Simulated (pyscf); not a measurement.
Optimised with ωB97X-D3(BJ)/def2-SVP in PySCF.

**Question.** Estimate by transition-state theory the rate constant of H₃C–SiH₂⁺ (SMILES C[SiH2+]) + H₂ (SMILES [H][H]) -> SiH₃⁺ (SMILES [SiH3+]) + CH₄ (SMILES C) (singlet surface; C–Si, H–H broken, H–Si, C–H formed) at 600 K, with ωB97M-D3(BJ)/def2-TZVP energies (ideal gas, 1 atm, RRHO with modes under 100 cm⁻¹ raised to 100, one conformer, R ln 2 for chiral ones without a mode under 150 cm⁻¹; no tunnelling).

**Answer.** The electronic barrier is 16.2 kcal/mol and the thermal terms add +21.1, so ΔG‡ = 37.3 kcal/mol. With k_BT/h = 1.25e+13 s⁻¹ and RT = 1.192 kcal/mol, and a volume of 8.18e-20 cm³ per molecule at 1 atm, k = 2.7e-20 cm³ molecule⁻¹ s⁻¹. Wigner's tunnelling factor for 1472i cm⁻¹ would be 1.52, likely too low at so high a frequency. A shift of 1 kcal/mol in the barrier changes k by a factor 2.3. On the reactant side the descent ends in a bound adduct, 11.4 kcal/mol under the separated species and 27.4 kcal/mol under the saddle at ωB97X-D3(BJ)/def2-TZVP. On the product side the descent ends in an adduct with a C–Si contact, 23.7 kcal/mol under the separated species and 29.0 kcal/mol under the saddle at ωB97X-D3(BJ)/def2-TZVP. What is counted as broken (C–Si) persists as a longer contact in the product adduct; parting that adduct is a step of its own. At the saddle there is also a short H–Si contact that neither side keeps. One saddle was located; it need not be the lowest between these sides.
